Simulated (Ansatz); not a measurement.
Elastic constant C66 of hcp Ru at several levels of theory

No measured value is used here.

| level (code) | value (GPa) | cell (Å³/atom) |
|---|---|---|
| LDA (Ansatz) | 221 | 13.09 |
| PBE (Ansatz) | 193 | 13.77 |
| PBEsol (Ansatz) | 212 | 13.32 |
| r²SCAN (Ansatz) | … | 13.49 |

**Question.** What belongs in the gaps?

**Answer.** 
- r²SCAN (Ansatz, a program for electronic structure), value (GPa): 206

Each level is taken at its own relaxed cell. Cutoffs differ between the levels. Ansatz's density-functional and Hartree–Fock values are scalar-relativistic unless marked +SOC, with PAW data made under PBE.
